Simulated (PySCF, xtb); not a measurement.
Bonds broken one at a time in the series Ga F-CH3. Isolated molecules, 0 K electronic values unless said otherwise. Strings in code marks are SMILES. Quantity: homolytic bond dissociation enthalpy at 298 K (no spin–orbit term). Enthalpy corrections at 298 K come from GFN2-xTB frequencies (xtb). Level 1: PBE-D3(BJ)/def2-TZVP // B3LYP-D3(BJ)/def2-TZVP (PySCF). Level 2: B3LYP-D3(BJ)/def2-TZVP (PySCF). B3LYP has the VWN-RPA correlation part, as in Gaussian.

```json
[
 {"case": "C–Ga bond of `[CH3][Ga]([CH3])[F]`, giving `[CH3]` and `[CH3][Ga][F]`", "level 1 (kcal/mol)": "73.5", "level 2 (kcal/mol)": "70.7"},
 {"case": "C–Ga bond of `[CH3][Ga]([F])[F]`, giving `[CH3]` and `[F][Ga][F]`", "level 1 (kcal/mol)": "76.1", "level 2 (kcal/mol)": "74.1"},
 {"case": "F–Ga bond of `[F][Ga]([F])[F]`, giving `[F]` and `[F][Ga][F]`", "level 1 (kcal/mol)": "121.4", "level 2 (kcal/mol)": "withheld"},
 {"case": "Ga–F bond of `[CH3][Ga]([F])[F]`, giving `[CH3][Ga][F]` and `[F]`", "level 1 (kcal/mol)": "130.0", "level 2 (kcal/mol)": "125.3"},
 {"case": "Ga–F bond of `[CH3][Ga]([CH3])[F]`, giving `[CH3][Ga][CH3]` and `[F]`", "level 1 (kcal/mol)": "137.6", "level 2 (kcal/mol)": "132.9"}
]
```

Fit level 2 = a + b·x to the 4 complete rows by least squares, with x = level 1 in kcal/mol. Give a, b and the rms residual, and predict the withheld value.

Means of the 4 rows: x̄ = 104.3, ȳ = 100.75 kcal/mol. Σ(x − x̄)² = 3513.3 and Σ(x − x̄)(y − ȳ) = 3378.6, so b = 0.962 and a = ȳ − b·x̄ = 0.41 kcal/mol. The rms residual is 0.34 kcal/mol. At x = 121.4 the line gives 117.2 kcal/mol. The run for F–Ga bond of `[F][Ga]([F])[F]`, giving `[F]` and `[F][Ga][F]` gave 117.3 kcal/mol, so the line is off by 0.1 kcal/mol, within twice the rms residual.

Codes: PySCF, xtb.
